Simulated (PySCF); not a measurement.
An element was calculated at PBE (PySCF 2.14, spin-free X2C, a quadruple-zeta basis, no spin-orbit coupling), in the ground configurations that NIST lists.

| Property | Result |
| --- | --- |
| first ionisation energy | 14.725 eV |
| second ionisation energy | 29.895 eV |
| third ionisation energy | 48.018 eV |
| polarisability of the atom | 8.25 bohr³ |

Which element is it?

Nitrogen (N, Z = 7), in aug-cc-pCVQZ-DK. NIST lists 14.534, 29.601, 47.445 eV for these ionisation energies.
